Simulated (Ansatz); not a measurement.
CCSD(T) forces

SiNH4 (SMILES [NH][SiH3]), doublet, displaced at random from a GFN2-xTB minimum.

```xyz
6
angstrom
N 0.5636 -0.8316 0.7244
Si -0.2159 0.3678 -0.0561
H 0.9793 -1.8371 0.3195
H -1.3143 -0.2447 -0.9289
H 0.8279 1.0448 -1.0202
H -0.7795 1.3299 0.7410
```

Computed with Ansatz 0.2.0 (basis: def2-TZVPP); correlated methods freeze the cores; orbitals are unrestricted. B3LYP uses VWN-RPA correlation.

CCSD(T) forces from the calculation:
| atom | Fx | Fy | Fz (eV/Å) |
| --- | --- | --- | --- |
| N1 | 3.274 | -6.006 | 1.099 |
| Si2 | -0.310 | 0.541 | -4.925 |
| H3 | -1.647 | 3.840 | 1.124 |
| H4 | 0.367 | 0.420 | 0.320 |
| H5 | -0.809 | -0.420 | 0.741 |
| H6 | -0.875 | 1.625 | 1.640 |

(1) Which atom feels the largest CCSD(T) force, and how large is it?

T1 diagnostic: at most 0.019. ⟨S²⟩ of the unrestricted Hartree–Fock references: 0.76 (a pure state has 0.75). These are differences at one structure, and CCSD(T) in triple zeta is itself an approximation.

Results:

(1) N1, 6.93 eV/Å, along (0.47, -0.87, 0.16).

Root-mean-square difference of the force components from those of CCSD(T): PBE0-D4 0.186; wB97M-V 0.128; r2SCAN-D4 0.227; PBE-D4 0.331; B3LYP-D4 0.186; wB97X-V 0.098 eV/Å.

For scale, one of the runs: CCSD(T)/def2-TZVPP forces, 129 basis functions (an equivalent command: `ansatz run in.yaml --threads 4`). Hardware: 4 CPU threads, shared host. Wall time 51 s; peak host memory 2.3 GiB.
